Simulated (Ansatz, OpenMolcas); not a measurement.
BH2F (SMILES BF): from total energies to a heat of formation

The species is BH2F (4 atoms), meant as a singlet with charge 0. As SMILES, `BF`. The shape is that of a PBE0-D4/def2-TZVP optimisation.

```xyz
4

B    -0.0273   -0.0040   -0.0308
F     1.0612   -0.2967    0.6499
H    -1.0125   -0.6491    0.1862
H     0.0342    0.8896   -0.8256
```

Total energies at HF/3-21G (OpenMolcas 26.06); the atoms run unrestricted:

| species | state | energy (Eh) |
| --- | --- | --- |
| BH2F | singlet | -124.645644 |
| B | doublet | -24.389762 |
| F | doublet | -98.845009 |
| H | doublet | -0.496199 |

Harmonic wavenumbers at PBE0-D4/def2-TZVP, in cm⁻¹: 1017, 1079, 1180, 1363, 2574, 2678.

Measured heats of formation of the gaseous atoms at 298.15 K, in kJ/mol: B 570.3, F 79.4, H 218.0. Spin-orbit lowering of the atoms at 298 K (mean of the ground term's levels less their thermal mean, from spectra), in kJ/mol: B 0.00, F 1.29. Take 1 Eh = 2625.50 kJ/mol, 1 cm⁻¹ = 0.0119627 kJ/mol, RT = 2.479 kJ/mol.

Work out the heat of formation of the gas at 298 K.


1. Electronic atomisation energy: (-24.389762) + (-98.845009) + 2 × (-0.496199) − (-124.645644) = 0.418475 Eh = 1098.7 kJ/mol.
2. Zero-point energy: half the sum of the wavenumbers, 4945.5 cm⁻¹ = 59.2 kJ/mol.
3. Thermal vibrational enthalpy, Σ hcν̃/(exp(hcν̃/kT) − 1): 0.2 kJ/mol. Translation, rotation and pV of a non-linear molecule: 4 RT = 9.9 kJ/mol.
4. The 4 free atoms carry 5/2 RT each: 24.8 kJ/mol.
5. Spin-orbit coupling lowers the free atoms by 0.00 + 1.29 = 1.3 kJ/mol.
6. Atomisation enthalpy at 298 K: 1098.7 − 1.3 − 59.2 − 0.2 − 9.9 + 24.8 = 1052.9 kJ/mol.
7. Sum of the atoms' heats of formation: 1085.7 kJ/mol. Heat of formation: 1085.7 − 1052.9 = +32.8 kJ/mol.

No measured value is set beside it here. Hartree–Fock leaves out correlation, which is larger in the molecule than in the atoms, so it underbinds and puts the heat of formation too high. Anharmonicity and any spin-orbit splitting of the molecule are left out.
